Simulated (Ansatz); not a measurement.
Input file:

```yaml
crystal:
  periodic: [false, false, false]
  atoms:
    - {symbol: Al, position_ang: [0.000000, 0.000000, 0.110806]}
    - {symbol: C, position_ang: [0.000000, 0.000000, -1.812723]}
    - {symbol: H, position_ang: [0.000000, 0.000000, 1.701917]}
basis:
  gaussian: {orbitals: 6-31G}
magnetization: {spin_polarized: false}
correlation: {method: bccd_t, electrons: outside_noble_gas}
```

```sh
$ ansatz run in.yaml --threads 1 --pin off --events-out ev --progress --plain --max-ram 2393MiB
```

Problem. Roughly how long does this take on 1 thread of Intel Xeon Platinum 8488C, shared host, and how much host memory?

Solution. 0.48 s wall and 0.09 GiB.

```
297 factors; integrals over basis functions are off by at most 1.3e-4 eV
mean field evaluation 1: about -7620.2184 eV, gradient 1.1e1 eV
mean field evaluation 2: about -7620.2194 eV, gradient 1.1e1 eV
mean field evaluation 4: about -7620.8558 eV, gradient 1.8e0 eV
mean field evaluation 8: about -7620.8993 eV, gradient 8.8e-2 eV
mean field evaluation 16: about -7620.8827 eV, gradient 6.2e-1 eV
mean field evaluation 32: about -7608.6414 eV, gradient 1.6e1 eV
mean field evaluation 64: about -7618.0782 eV, gradient 1.6e0 eV
mean field evaluation 96: about -7588.6393 eV, gradient 2.7e-1 eV
mean field evaluation 128: about -7617.8516 eV, gradient 3.6e-2 eV
mean field evaluation 160: about -7595.9402 eV, gradient 3.8e1 eV
mean field evaluation 192: about -7620.8994 eV, gradient 2.3e-2 eV
mean field -7620.89943144 eV, -280.0628884744 hartree, gradient 3.4e-6 eV, S^2 0.000000; 5 other end points of the search recorded, 0 dependent functions left out; unrestricted orbitals would lower it
determinant -7620.89943144 eV, -280.0628884744 hartree, with singles and doubles -7624.71258355 eV, -280.2030192295 hartree
determinant -7617.85160281 eV, -279.9508828381 hartree, with singles and doubles -7622.29497122 eV, -280.1141736152 hartree
6 core orbitals not correlated: weight in the atoms' cores, before any rotation towards them, 1.000 or more for the frozen orbitals, at most 0.000 for the correlated occupied ones
reference -7620.89943144 eV, -280.0628884744 hartree; 4, 4 occupied and 14, 14 virtual orbitals, 297 factors
second order -3.05229118 eV of doubles, -0.00000000 eV of singles
cycle   1  -3.78633871 eV  change    2.7e-2 eV  update   2.9e-2
cycle   2  -3.78640034 eV  change   -6.2e-5 eV  update   1.2e-2
cycle   3  -3.78888394 eV  change   -2.5e-3 eV  update   3.4e-3
cycle   4  -3.78712294 eV  change    1.8e-3 eV  update   1.7e-3
cycle   5  -3.78747446 eV  change   -3.5e-4 eV  update   1.3e-3
cycle   6  -3.78829545 eV  change   -8.2e-4 eV  update   8.5e-4
cycle   7  -3.78894504 eV  change   -6.5e-4 eV  update   5.9e-4
cycle   8  -3.78917673 eV  change   -2.3e-4 eV  update   4.0e-4
cycle   9  -3.78909384 eV  change    8.3e-5 eV  update   2.6e-4
cycle  10  -3.78887577 eV  change    2.2e-4 eV  update   1.2e-4
cycle  11  -3.78884110 eV  change    3.5e-5 eV  update   4.8e-5
cycle  12  -3.78882199 eV  change    1.9e-5 eV  update   2.2e-5
cycle  13  -3.78882068 eV  change    1.3e-6 eV  update   9.9e-6
perturbative correction -0.19371352 eV, -0.0071188405 hartree
Total energy: -7624.88196564 eV, -280.2092439067 hartree
```

The singles that turn the determinant into the Brueckner one have T1 = 0.027.

For the same geometry and basis full CI lies 128.5 meV lower. By full CI's occupations no single determinant describes the state well. The determinant fills πx and πy unequally, so it is a mixture of Σ and Δ.
